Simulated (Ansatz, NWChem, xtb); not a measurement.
**Relative energies of C2H3F3 isomers**

2 of its isomers, all singlets with charge 0: A = 1,1,2-trifluoroethane `FCC(F)F`; B = 1,1,1-trifluoroethane `CC(F)(F)F`.

Shapes, held fixed at every level: PBE0-D4/def2-TZVP. Flexible molecules stand in one conformer, not always the lowest. Programs: Ansatz 0.2.0, NWChem 7.3.0, xtb 6.7.1.

A:

```xyz
8

F    -1.1428   -0.6810    1.1631
C    -0.1882    0.1951    0.7118
C     0.1729   -0.1524   -0.7113
F     0.8242   -1.3358   -0.7565
F     1.0117    0.8036   -1.1822
H     0.7017    0.1189    1.3425
H    -0.5885    1.2115    0.7473
H    -0.6988   -0.2170   -1.3705
```

B:

```xyz
8

C    -0.6154   -0.1415    0.4715
C     0.5576    0.1099   -0.4237
F     1.6928   -0.3820    0.0939
F     0.3952   -0.4582   -1.6277
F     0.7542    1.4203   -0.6299
H    -0.4416    0.3358    1.4349
H    -0.7380   -1.2146    0.6112
H    -1.5126    0.2731    0.0140
```

Electronic energies in kJ/mol, without zero-point or thermal terms.

| level | kind | B − A |
| --- | --- | --- |
| GFN0-xTB | semi-empirical | -55.1 |
| B3LYP/6-31G* (Cartesian functions) | global hybrid | -89.9 |
| BHLYP-D4/def2-TZVPP | global hybrid | -79.2 |
| r2SCAN0-D4/def2-TZVPP | global hybrid | -89.0 |
| wB97M-V/def2-TZVPP | range-separated hybrid | -83.7 |
| wB97X-V/def2-TZVPP | range-separated hybrid | -81.2 |
| MP2/def2-SVP | perturbation theory | -98.8 |
| CCSD/def2-SVP | coupled cluster or CI | -92.1 |
| CCSD(T)/CBS estimate | coupled cluster or CI | -80.1 |

The highest level, CCSD(T)/CBS estimate, puts B lowest of these. All levels agree on that. The B − A difference spans -98.8 to -55.1 kJ/mol over the levels. The CBS estimate extrapolates MP2 from def2-TZVPP and def2-QZVPP and adds CCSD(T) − MP2 in the triple-zeta set, cores frozen.
